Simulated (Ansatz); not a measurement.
Relaxation of BH2S (4 atoms, charge -1, multiplicity 1), to a largest force component of 0.02 eV/Å in at most 40 steps.

All numbers below come from RKS r2SCAN/def2-SVP (Ansatz).

```xyz
4
Properties=species:S:1:pos:R:3:forces:R:3
B -0.092 0.023 -0.048 -0.02 0.02 0.01
S 1.392 -0.370 0.711 0.94 -0.25 0.48
H -1.125 -0.532 0.230 -0.74 -0.30 0.09
H -0.175 0.879 -0.893 -0.18 0.54 -0.57
```

Task: Where does it end, and by what steps?

Result: It converged. Limits of this set-up: an anion without diffuse functions, the dipole of an ion depends on the origin. After 5 steps the energy has fallen by 0.049 eV; S2 moved furthest, 0.04 Å.

| step | energy less start (eV) | largest force component (eV/Å) | accepted |
| --- | --- | --- | --- |
| 0 | 0.0000 | 0.942 | yes |
| 1 | -0.0422 | 0.347 | yes |
| 2 | -0.0471 | 0.129 | yes |
| 3 | -0.0487 | 0.037 | yes |
| 4 | -0.0488 | 0.028 | yes |
| 5 | -0.0488 | 0.001 | yes |

```xyz
4
Properties=species:S:1:pos:R:3
B -0.080 0.021 -0.041
S 1.430 -0.381 0.730
H -1.158 -0.538 0.226
H -0.192 0.898 -0.915
```

Whether the end is a true minimum wasn't checked by a vibrational analysis.

The run took 5.1 s on 1 thread of Arm Neoverse V1, on a shared host, peak memory 0.09 GiB.
